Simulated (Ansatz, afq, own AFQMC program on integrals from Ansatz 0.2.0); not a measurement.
**Where AFQMC and coupled cluster stand for H2Cl, doublet**

```yaml
atoms:
  - { symbol: H, position_ang: [0.0000, 0.0000, -1.1123] }
  - { symbol: H, position_ang: [0.0000, 0.0000, -0.1863] }
  - { symbol: Cl, position_ang: [0.0000, 0.0000, 1.2987] }
```

Basis cc-pVTZ. Noble-gas cores (and the filled d shells of Ga–Kr and In–Xe) are frozen. Integrals, coupled cluster, full CI and functionals: Ansatz 0.2.0; the random walks run on the same integrals in our own AFQMC program. ph-AFQMC/CISD is guided by a CISD state made of CCSD amplitudes; releasing the constraint for a short imaginary time cuts its bias at the price of noise, slowly where states lie close. Error bars are statistical, one sigma.

Determinant: UHF, the one that the program's search chose, which needn't be the lowest solution. The geometry is a point of a scan.

No full CI on the walks' own integrals is used here; CCSDT(Q) serves as the reference and is uncertain by about the last step of the cluster series.

```
T1 diagnostic                               : 0.0147
weight of the determinant in the CISD state : 0.905
⟨S²⟩ of the determinant                     : 0.794
size of the correlated space                : 9 electrons in 57 orbitals
```

Reference: CCSDT(Q), correlation energy -6.674 eV. The released energy is read at 2.40 1/Eh (meV from the phaseless value at times in 1/Eh: -3.8 ± 1.9 at 0.24, -5.3 ± 2.1 at 0.51, 1 ± 5 at 0.99, -5 ± 3 at 1.62, -3 ± 3 at 2.40).

```tsv
level	E − E(reference) (mEh)	share of correlation (%)
HF	245.27	0.00
MP2	35.97	85.34
CCSD	9.36	96.18
CCSD(T)	1.06	99.57
CCSDT	0.34	99.86
ph-AFQMC/HF	0.64 ± 0.90	99.74
ph-AFQMC/CISD	0.29 ± 0.12	99.88
released AFQMC	0.17 ± 0.12	99.93
```

A walk keeps the symmetry of its determinant, which the program's search chose and which needn't be the lowest solution, so a lower state of the same spin and another symmetry isn't excluded. Released energies are given only where the last usable release times agree within the noise; a slower fall can still hide under it.
